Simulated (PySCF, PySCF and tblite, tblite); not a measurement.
# C3H4N2O: a path driven as rotation about a bond, and NMR exchange

How fast is rotation about a bond in C3H4N2O (`Nc1ccno1`), and when do the exchanging lines merge?

Programs: PySCF 2.14.0 with density-fitted response routines of our own, and tblite 0.8.0. All values are computed, except where a source is named. Atoms count from 0 throughout.

## Step 1: The starting structure

10 atoms, charge 0, multiplicity 1; geometry from: force field or distance geometry start.

Bonds of the start (Å): C1–C2 1.39, C1–O5 1.36, C2–C3 1.40, C2–H8 1.07, C3–H9 1.10, C3–N4 1.33, N0–C1 1.34, N0–H6 1.03, N0–H7 1.01, N4–O5 1.40.

## Step 2: GFN2-xTB relaxation, start minimum

The job: settings as JSON, then the geometry in Å.

```
{"job": {"xc": "GFN2-xTB", "basis": "xTB", "kind": "relax"}, "charge": 0, "multiplicity": 1}
N      0.563800     0.250300    -0.186200
C      0.058000    -0.721800     0.577900
C      0.644600    -1.821800     1.187400
C     -0.434000    -2.427900     1.849900
N     -1.583400    -1.776000     1.704900
O     -1.269600    -0.693300     0.882700
H     -0.017800     1.085800    -0.313600
H      1.556500     0.454000    -0.169700
H      1.672200    -2.129800     1.137500
H     -0.433200    -3.334900     2.463600
```

Command:

```
> OMP_NUM_THREADS=1 python ens_run.py task.json out
```

The driver reads the study from task.json and runs its stages one after another.

Standard output:

```text
step      E/eV     max force
  0    -498.49559    2.014
  1    -498.56468    1.298
  2    -498.58575    0.311
  3    -498.59045    0.176
  4    -498.59379    0.151
  5    -498.59532    0.131
  6    -498.59651    0.111
  7    -498.59725    0.068
  8    -498.59756    0.054
  9    -498.59771    0.041
 10    -498.59784    0.034
 11    -498.59796    0.036
 12    -498.59806    0.038
 13    -498.59815    0.033
 14    -498.59823    0.025
 15    -498.59827    0.020
 16    -498.59829    0.016
 17    -498.59831    0.015
 18    -498.59835    0.017
 19    -498.59839    0.020
 20    -498.59841    0.013
 21    -498.59843    0.009
 22    -498.59844    0.008
 23    -498.59844    0.007
 24    -498.59845    0.007
 25    -498.59845    0.005
 26    -498.59845    0.005
 27    -498.59845    0.004
 28    -498.59846    0.003
 29    -498.59846    0.003
```

Wall time 0.1 s (1 thread of Arm Neoverse V2, shared host).

The energy fell by 0.103 eV, and the atoms moved 0.03 Å (root mean square).

## Step 3: Relaxed scan, rotation

The job: settings as JSON, then the geometry in Å.

```
{"job": {"xc": "GFN2-xTB", "basis": "xTB", "coordinate": [["t", [2, 1, 0, 6], 0.25], ["t", [2, 1, 0, 7], 0.25], ["t", [5, 1, 0, 6], 0.25], ["t", [5, 1, 0, 7], 0.25]], "kind": "drive"}, "charge": 0, "multiplicity": 1}
N      0.554604     0.252041    -0.219840
C      0.062267    -0.710512     0.612463
C      0.640296    -1.813539     1.193409
C     -0.440949    -2.432857     1.850654
N     -1.549515    -1.770172     1.682586
O     -1.245873    -0.683163     0.908990
H     -0.029387     1.066784    -0.323052
H      1.542185     0.432894    -0.153187
H      1.661403    -2.124862     1.149386
H     -0.437896    -3.332113     2.433082
```

Standard output:

```text
point  coordinate     E/eV
  0     10.200     -498.57734
  1     24.900     -498.51918
  2     39.800     -498.43311
  3     54.800     -498.33763
  4     70.000     -498.25630
  5     85.500     -498.21382
  6    100.900     -498.22531
  7    116.300     -498.28628
  8    131.400     -498.37676
  9    146.400     -498.47102
 10    161.200     -498.54734
 11    175.800     -498.59080
```

It took 0.74 s on 1 thread of Arm Neoverse V2, shared host.

The highest point is number 5, 8.4 kcal/mol above the first.

## Step 4: Nudged elastic band, leg 1

The job, as its differences from that of step 3:

```diff
@@ -1,2 +1,2 @@
-{"job": {"xc": "GFN2-xTB", "basis": "xTB", "coordinate": [["t", [2, 1, 0, 6], 0.25], ["t", [2, 1, 0, 7], 0.25], ["t", [5, 1, 0, 6], 0.25], ["t", [5, 1, 0, 7], 0.25]], "kind": "drive"}, "charge": 0, "multiplicity": 1}
+{"job": {"xc": "GFN2-xTB", "basis": "xTB", "kind": "neb"}, "charge": 0, "multiplicity": 1}
 N      0.554604     0.252041    -0.219840
```

Standard output:

```text
image   E - E0 / eV
  0       0.0000
  1       0.0858
  2       0.2770
  3       0.3870
  4       0.2902
  5       0.0916
  6      -0.0000
```

Run time: 0.5 s. Hardware: 1 thread of Arm Neoverse V2, shared host.

The highest point is number 3, 8.9 kcal/mol above the first.

## Step 5: Saddle search, leg 1

The job: settings as JSON, then the geometry in Å.

```
{"job": {"xc": "GFN2-xTB", "basis": "xTB", "kind": "saddle"}, "charge": 0, "multiplicity": 1}
N      0.310396     1.511213    -1.087105
C     -0.106889     0.419047    -0.319343
C      0.544016    -0.535809     0.419656
C     -0.505083    -1.324016     0.934078
N     -1.661877    -0.880062     0.527415
O     -1.429996     0.198020    -0.248737
H      0.785831     2.205794    -0.523390
H      0.914886     1.235312    -1.852163
H      1.596226    -0.649435     0.573593
H     -0.447510    -2.180064     1.575997
```

Standard output:

```text
step      E/eV     max force
  0    -498.21149   0.0505
  1    -498.21167   0.0091
  2    -498.21167   0.0000
lowest wavenumbers (cm-1): -359.5 269.9 366.1 614.1 635.6 679.0
```

Run time: 0.49 s. Hardware: 1 thread of Arm Neoverse V2, shared host.

Point group Cs; 1 imaginary mode, 360i cm⁻¹, carried by H7, H6. Steps downhill from it reached both ends.

## Step 6: Saddle search, other pyramid

The job: settings as JSON, then the geometry in Å.

```
{"job": {"xc": "GFN2-xTB", "basis": "xTB", "kind": "saddle"}, "charge": 0, "multiplicity": 1}
N      0.310356     1.513180    -1.083828
C     -0.106580     0.421248    -0.315697
C      0.544154    -0.530753     0.427482
C     -0.504796    -1.325231     0.932375
N     -1.661341    -0.881954     0.524511
O     -1.429596     0.198002    -0.248297
H      0.046097     1.417646    -2.057130
H     -0.049952     2.390135    -0.726884
H      1.596192    -0.642991     0.585739
H     -0.448204    -2.186851     1.566418
```

Standard output:

```text
step      E/eV     max force
  0    -498.31441   0.6408
  1    -498.34124   0.0260
  2    -498.34130   0.0091
  3    -498.34131   0.0000
lowest wavenumbers (cm-1): -304.8 267.2 363.0 610.3 629.4 675.1
```

Wall time 0.49 s (1 thread of Arm Neoverse V2, shared host).

Point group Cs; 1 imaginary mode, 305i cm⁻¹, carried by H7, H6. Steps downhill from it reached both ends.

## Step 7: DFT refinement, start: PBE0-D3(BJ)/def2-SVP

The job: settings as JSON, then the geometry in Å.

```
{"job": {"xc": "PBE0", "basis": "def2-SVP", "kind": "refine"}, "charge": 0, "multiplicity": 1}
N      0.554604     0.252041    -0.219840
C      0.062267    -0.710512     0.612463
C      0.640296    -1.813539     1.193409
C     -0.440949    -2.432857     1.850654
N     -1.549515    -1.770172     1.682586
O     -1.245873    -0.683163     0.908990
H     -0.029387     1.066784    -0.323052
H      1.542185     0.432894    -0.153187
H      1.661403    -2.124862     1.149386
H     -0.437896    -3.332113     2.433082
```

Standard output:

```text
step      E/eV     max force
  0     -8186.44400   0.9954
  1     -8186.48026   0.2397
  2     -8186.48174   0.0403
  3     -8186.48179   0.0072
```

It took 16 s on 1 thread of Arm Neoverse V2, shared host; peak memory 0.53 GiB.

Gain 0.038 eV; displacement 0.03 Å root mean square.

**DFT refinement, saddle of leg 1: PBE0-D3(BJ)/def2-SVP**

The job: settings as JSON, then the geometry in Å.

```
{"job": {"xc": "PBE0", "basis": "def2-SVP", "kind": "refine"}, "charge": 0, "multiplicity": 1}
N      0.310356     1.513180    -1.083828
C     -0.106580     0.421248    -0.315697
C      0.544154    -0.530753     0.427482
C     -0.504796    -1.325231     0.932375
N     -1.661341    -0.881954     0.524511
O     -1.429596     0.198002    -0.248297
H      0.801874     2.203895    -0.529212
H      0.897941     1.231454    -1.859491
H      1.596192    -0.642991     0.585739
H     -0.448204    -2.186851     1.566418
```

Standard output:

```text
step      E/eV     max force
  0     -8186.17261   0.8845
  1     -8186.19875   0.1980
  2     -8186.19983   0.0208
  3     -8186.19984   0.0051
```

It took 16 s on 1 thread of Arm Neoverse V2, shared host; peak memory 0.53 GiB.

The energy fell by 0.027 eV, and the atoms moved 0.02 Å (root mean square).

DFT refinement: PBE0-D3(BJ)/def2-SVP:

The job: settings as JSON, then the geometry in Å.

```
{"job": {"xc": "PBE0", "basis": "def2-SVP", "kind": "refine"}, "charge": 0, "multiplicity": 1}
N      0.345544     1.497613    -1.069859
C     -0.134447     0.426069    -0.321202
C      0.530354    -0.514137     0.414313
C     -0.505264    -1.323076     0.930755
N     -1.673166    -0.901160     0.537739
O     -1.465546     0.184484    -0.240945
H      0.069951     1.413091    -2.044125
H     -0.025601     2.378024    -0.724289
H      1.584666    -0.605366     0.557339
H     -0.430161    -2.183111     1.564964
```

Standard output:

```text
step      E/eV     max force
  0     -8186.26097   0.8583
  1     -8186.28733   0.1784
  2     -8186.28812   0.0192
  3     -8186.28813   0.0036
```

It took 16 s on 1 thread of Arm Neoverse V2, shared host; peak memory 0.53 GiB.

Relaxing gained 0.027 eV and moved the atoms by 0.02 Å on average (rms).

## Step 8: Shieldings, start: PBE0/pcSseg-1

The job: settings as JSON, then the geometry in Å.

```
{"job": {"kind": "nmr", "xc": "PBE0", "basis": "pcSseg-1", "pop": false}, "charge": 0, "multiplicity": 1}
N      0.540803     0.258920    -0.217601
C      0.075082    -0.722747     0.601833
C      0.653985    -1.819032     1.194918
C     -0.447956    -2.424440     1.850442
N     -1.565282    -1.771008     1.678571
O     -1.225970    -0.689074     0.885346
H     -0.039343     1.085844    -0.285748
H      1.534459     0.438663    -0.185185
H      1.690288    -2.139765     1.158246
H     -0.458931    -3.332858     2.453670
```

Standard output:

```text
coarse grid: 8952 points
cycle   1  E = -300.9390984134  dE =  1.203e+00  |g| = 4.768e-01  |ddm| = 3.040e+00
cycle   2  E = -300.9215890235  dE =  1.751e-02  |g| = 5.878e-01  |ddm| = 7.685e-01
cycle   3  E = -300.9853421676  dE = -6.375e-02  |g| = 1.189e-01  |ddm| = 4.199e-01
cycle   4  E = -300.9874678025  dE = -2.126e-03  |g| = 5.323e-02  |ddm| = 1.003e-01
cycle   5  E = -300.9880629280  dE = -5.951e-04  |g| = 1.262e-02  |ddm| = 4.925e-02
cycle   6  E = -300.9880957375  dE = -3.281e-05  |g| = 4.950e-03  |ddm| = 1.275e-02
cycle   7  E = -300.9881004076  dE = -4.670e-06  |g| = 1.132e-03  |ddm| = 3.431e-03
final grid: 88304 points
cycle   8  E = -301.0290468769  dE = -1.216e-05  |g| = 1.159e-02  |ddm| = 2.290e-02
cycle   9  E = -301.0290027526  dE =  4.412e-05  |g| = 1.968e-02  |ddm| = 1.662e-02
cycle  10  E = -301.0290704791  dE = -6.773e-05  |g| = 1.743e-03  |ddm| = 1.097e-02
cycle  11  E = -301.0290711086  dE = -6.295e-07  |g| = 2.908e-04  |ddm| = 1.437e-03
cycle  12  E = -301.0290711229  dE = -1.431e-08  |g| = 1.633e-04  |ddm| = 3.227e-04
cycle  13  E = -301.0290711288  dE = -5.858e-09  |g| = 4.383e-05  |ddm| = 1.403e-04
cycle  14  E = -301.0290711292  dE = -4.045e-10  |g| = 1.565e-05  |ddm| = 4.730e-05
converged SCF energy = -301.0290711292

GIAO shielding tensors (ppm)
atom      isotropic    diamagn.    paramagn.     s11        s22        s33       span
  0 N      198.267     321.912    -123.645    150.118    193.302    251.382    101.265
  1 C       12.600     247.152    -234.552    -62.224      3.406     96.617    158.842
  2 C      103.560     255.373    -151.813     56.624    102.415    151.641     95.017
  3 C       29.553     250.744    -221.190    -76.007     39.986    124.681    200.688
  4 N     -126.423     317.185    -443.608   -311.707   -101.928     34.366    346.073
  5 O      -32.736     399.017    -431.753   -112.428    -97.929    112.149    224.577
  6 H       27.225      32.699      -5.474     20.826     25.469     35.380     14.554
  7 H       27.767      32.137      -4.370     20.906     26.075     36.319     15.413
  8 H       26.248      30.824      -4.576     23.543     26.591     28.611      5.068
  9 H       23.550      26.759      -3.208     22.534     23.262     24.855      2.320
```

Run time: 5.8 s. Hardware: 1 thread of Arm Neoverse V2, shared host; peak memory 0.57 GiB.

This run: HOMO -6.42 eV, LUMO 0.32 eV; dipole 4.05 D.

## Step 9: Shieldings: PBE0/pcSseg-1

The job: settings as JSON, then the geometry in Å.

```
{"job": {"kind": "nmr", "xc": "PBE0", "basis": "pcSseg-1", "pop": false}, "charge": 0, "multiplicity": 1}
N      0.335508     1.499614    -1.071970
C     -0.119833     0.426124    -0.320037
C      0.538298    -0.515827     0.416103
C     -0.510435    -1.321711     0.929335
N     -1.684889    -0.899429     0.535618
O     -1.445798     0.189758    -0.243250
H      0.059930     1.413491    -2.048679
H     -0.036200     2.381880    -0.724481
H      1.611056    -0.602984     0.557424
H     -0.451309    -2.198484     1.574626
```

Standard output:

```text
coarse grid: 8952 points
cycle   1  E = -300.9341927699  dE =  1.182e+00  |g| = 4.763e-01  |ddm| = 3.036e+00
cycle   2  E = -300.9190369580  dE =  1.516e-02  |g| = 5.750e-01  |ddm| = 7.360e-01
cycle   3  E = -300.9795183758  dE = -6.048e-02  |g| = 1.026e-01  |ddm| = 3.787e-01
cycle   4  E = -300.9809886896  dE = -1.470e-03  |g| = 5.210e-02  |ddm| = 9.243e-02
cycle   5  E = -300.9815473038  dE = -5.586e-04  |g| = 1.150e-02  |ddm| = 4.619e-02
cycle   6  E = -300.9815738297  dE = -2.653e-05  |g| = 4.891e-03  |ddm| = 1.222e-02
cycle   7  E = -300.9815788278  dE = -4.998e-06  |g| = 8.554e-04  |ddm| = 3.739e-03
final grid: 88304 points
cycle   8  E = -301.0229717838  dE = -1.328e-05  |g| = 1.136e-02  |ddm| = 2.411e-02
cycle   9  E = -301.0229294474  dE =  4.234e-05  |g| = 1.930e-02  |ddm| = 1.659e-02
cycle  10  E = -301.0229941462  dE = -6.470e-05  |g| = 2.066e-03  |ddm| = 1.104e-02
cycle  11  E = -301.0229950581  dE = -9.119e-07  |g| = 3.462e-04  |ddm| = 1.743e-03
cycle  12  E = -301.0229950820  dE = -2.389e-08  |g| = 1.441e-04  |ddm| = 3.518e-04
cycle  13  E = -301.0229950866  dE = -4.604e-09  |g| = 4.329e-05  |ddm| = 1.271e-04
cycle  14  E = -301.0229950869  dE = -3.556e-10  |g| = 1.946e-05  |ddm| = 4.801e-05
converged SCF energy = -301.0229950869

GIAO shielding tensors (ppm)
atom      isotropic    diamagn.    paramagn.     s11        s22        s33       span
  0 N      230.711     314.866     -84.155    183.231    250.018    258.885     75.654
  1 C        9.524     251.748    -242.223    -71.767     20.017     80.323    152.091
  2 C       79.607     252.616    -173.009      6.231     79.036    153.555    147.324
  3 C       28.936     250.963    -222.026    -78.521     39.179    126.152    204.673
  4 N     -153.379     318.021    -471.400   -395.118   -125.403     60.383    455.501
  5 O      -87.017     400.478    -487.495   -216.270   -172.709    127.928    344.198
  6 H       29.036      29.697      -0.661     23.117     25.118     38.874     15.757
  7 H       29.036      29.697      -0.661     23.117     25.118     38.873     15.756
  8 H       25.189      30.689      -5.500     23.041     24.818     27.708      4.666
  9 H       23.202      28.483      -5.281     22.002     22.694     24.910      2.907
```

Wall time 5.8 s (1 thread of Arm Neoverse V2, shared host); peak memory 0.57 GiB.

In short: HOMO -7.60 eV, LUMO -0.38 eV; dipole 2.15 D.

## Step 10: Single-point energy, saddle of leg 1: PBE0/pcSseg-1

The job: settings as JSON, then the geometry in Å.

```
{"job": {"kind": "sp", "xc": "PBE0", "basis": "pcSseg-1", "pop": false}, "charge": 0, "multiplicity": 1}
N      0.308582     1.507774    -1.080094
C     -0.088756     0.421148    -0.314233
C      0.551804    -0.533236     0.429758
C     -0.510847    -1.324750     0.931533
N     -1.673747    -0.882159     0.523810
O     -1.413121     0.200165    -0.248494
H      0.789926     2.217509    -0.535945
H      0.886985     1.240851    -1.871121
H      1.620820    -0.644350     0.588314
H     -0.471647    -2.202952     1.576473
```

Standard output:

```text
coarse grid: 8952 points
cycle   1  E = -300.9284457828  dE =  1.199e+00  |g| = 4.843e-01  |ddm| = 3.027e+00
cycle   2  E = -300.9091113059  dE =  1.933e-02  |g| = 6.047e-01  |ddm| = 7.654e-01
cycle   3  E = -300.9752257545  dE = -6.611e-02  |g| = 1.237e-01  |ddm| = 4.123e-01
cycle   4  E = -300.9774617219  dE = -2.236e-03  |g| = 5.675e-02  |ddm| = 1.060e-01
cycle   5  E = -300.9781374063  dE = -6.757e-04  |g| = 1.219e-02  |ddm| = 5.122e-02
cycle   6  E = -300.9781685038  dE = -3.110e-05  |g| = 4.933e-03  |ddm| = 1.290e-02
cycle   7  E = -300.9781735809  dE = -5.077e-06  |g| = 8.470e-04  |ddm| = 3.842e-03
final grid: 88304 points
cycle   8  E = -301.0194952850  dE = -1.269e-05  |g| = 1.141e-02  |ddm| = 2.307e-02
cycle   9  E = -301.0194533020  dE =  4.198e-05  |g| = 1.930e-02  |ddm| = 1.699e-02
cycle  10  E = -301.0195177877  dE = -6.449e-05  |g| = 2.150e-03  |ddm| = 1.113e-02
cycle  11  E = -301.0195187747  dE = -9.870e-07  |g| = 3.271e-04  |ddm| = 1.793e-03
cycle  12  E = -301.0195187952  dE = -2.054e-08  |g| = 1.471e-04  |ddm| = 3.409e-04
cycle  13  E = -301.0195188002  dE = -4.928e-09  |g| = 4.134e-05  |ddm| = 1.288e-04
cycle  14  E = -301.0195188005  dE = -3.324e-10  |g| = 1.731e-05  |ddm| = 4.340e-05
converged SCF energy = -301.0195188005
```

It took 3 s on 1 thread of Arm Neoverse V2, shared host; peak memory 0.55 GiB.

In short: HOMO -7.60 eV, LUMO -0.30 eV; dipole 4.43 D.

## Step 11: Kinetics and line shapes

The job: settings as JSON, then the geometry in Å.

```
{"job": {"smiles": "Nc1ccno1", "charge": 0, "mult": 1, "motion": "rotation", "what": "aryl amine", "atoms": [1, 0], "drives": [{"terms": [["t", [2, 1, 0, 6], 0.25], ["t", [2, 1, 0, 7], 0.25], ["t", [5, 1, 0, 6], 0.25], ["t", [5, 1, 0, 7], 0.25]], "by": 180, "n": 12}], "flip": [1, 0], "study": "path", "level": {"kind": "nmr", "xc": "PBE0", "basis": "pcSseg-1"}, "fields": [270, 300, 900], "first": 5, "seed": 603, "refine": {"xc": "PBE0", "basis": "def2-SVP"}, "kind": "path"}, "charge": 0, "multiplicity": 1}
N      0.554604     0.252041    -0.219840
C      0.062267    -0.710512     0.612463
C      0.640296    -1.813539     1.193409
C     -0.440949    -2.432857     1.850654
N     -1.549515    -1.770172     1.682586
O     -1.245873    -0.683163     0.908990
H     -0.029387     1.066784    -0.323052
H      1.542185     0.432894    -0.153187
H      1.661403    -2.124862     1.149386
H     -0.437896    -3.332113     2.433082
```

Standard output:

```text
stationary points (kcal/mol above the start)
  n  kind          group   xTB      DFT    lowest mode
  0  minimum      C1       0.00     0.00     282.1
  1  saddle       Cs       8.92     5.99    -359.5
  2  saddle       Cs       5.93     3.82    -304.8
  3  minimum      C1      -0.00     0.00     282.0

GFN2-xTB energies: T/K, barrier G, reaction G (kcal/mol), k forward, k back (1/s)
 150.00     5.63     0.00   1.94e+04   1.94e+04
 200.00     5.66    -0.00   2.71e+06   2.71e+06
 250.00     5.71    -0.00   5.29e+07   5.28e+07
 298.15     5.78    -0.00   3.61e+08    3.6e+08
 350.00     5.88    -0.00   1.58e+09   1.58e+09
 400.00     5.99    -0.00   4.58e+09   4.58e+09
 500.00     6.24    -0.00   2.04e+10   2.04e+10

PBE0-D3(BJ)/def2-SVP energies: T/K, barrier G, reaction G (kcal/mol), k forward, k back (1/s)
 150.00     4.17     0.00   2.64e+06   2.65e+06
 200.00     4.20     0.00   1.08e+08   1.08e+08
 250.00     4.25    -0.00   1.02e+09   1.02e+09
 298.15     4.32    -0.00   4.38e+09   4.38e+09
 350.00     4.41    -0.00   1.35e+10   1.35e+10
 400.00     4.52    -0.00   3.05e+10   3.04e+10
 500.00     4.78    -0.00   9.61e+10    9.6e+10

PBE0/pcSseg-1 + D3(BJ) energies: T/K, barrier G, reaction G (kcal/mol), k forward, k back (1/s)
 150.00     3.52     0.00   2.33e+07   2.34e+07
 200.00     3.55     0.00   5.54e+08   5.54e+08
 250.00     3.60    -0.00   3.76e+09   3.76e+09
 298.15     3.67    -0.00    1.3e+10    1.3e+10
 350.00     3.76    -0.00    3.4e+10    3.4e+10
 400.00     3.87    -0.00   6.82e+10   6.81e+10
 500.00     4.13    -0.00   1.82e+11   1.82e+11
```

Run time: 67 s. Hardware: 1 thread of Arm Neoverse V2, shared host; peak memory 0.57 GiB. This counts the whole study up to here.

Barriers by level (kcal/mol; entropies in cal/(mol K)). Zero-point and thermal terms come from xTB in every row. ΔG‡ leaves symmetry out; the rate counts one path and all 2 saddles; effective ΔG‡, where given, is the barrier that would give that rate by Eyring's equation alone:

| level | ΔE‡ | with zero-point | ΔH‡ | ΔS‡ | ΔG‡ (298 K) | ΔE of reaction | k at 298 K (1/s) | effective ΔG‡ |
| --- | --- | --- | --- | --- | --- | --- | --- | --- |
| GFN2-xTB | 5.93 | 5.62 | 5.30 | -1.6 | 5.78 | 0.00 | 3.6e+08 | 5.78 |
| PBE0-D3(BJ)/def2-SVP | 4.47 | 4.16 | 3.83 | -1.6 | 4.32 | 0.00 | 4.4e+09 | 4.30 |
| PBE0/pcSseg-1 + D3(BJ) | 3.82 | 3.51 | 3.18 | -1.6 | 3.67 | 0.00 | 1.3e+10 | 3.65 |

Sites that the driver pairs across this motion, and where their lines would merge (no couplings; faster rotations or exchange between molecules can average them sooner):

| nucleus | sites: shielding (ppm) | proton frequency (MHz) | spread (Hz) | coalescence (K) | lines at 298 K |
| --- | --- | --- | --- | --- | --- |
| ¹H | H6: 27.23; H7: 27.77 | 270 | 146 | 79 | 1 |
| ¹H | H6: 27.23; H7: 27.77 | 300 | 163 | 79 | 1 |
| ¹H | H6: 27.23; H7: 27.77 | 900 | 488 | 83 | 1 |

## Step 12: Results

| quantity | value |
| --- | --- |
| barrier (PBE0/pcSseg-1 + D3(BJ)) | ΔE‡ 3.8, ΔG‡(298 K) 3.7 kcal/mol |
| barrier (GFN2-xTB) | ΔE‡ 5.9 kcal/mol |
| rate at 298 K | 1.3e+10 s⁻¹ |
| end of the path | the start, renumbered or mirrored |
| coalescence of ¹H H6 | 83 K at 900 MHz |

**Reading.** The barrier is 3.8 kcal/mol at the DFT level (xTB: 5.9); with thermal terms and the count of paths the DFT value gives a rate of 1.3e+10 s⁻¹ at 298 K. An error of 1.4 kcal/mol changes that rate tenfold. The ¹H lines of H6 and its partners, 488 Hz apart at 900 MHz, merge at 83 K, so by this path alone the exchange at 298 K is fast for them; other paths were not followed.
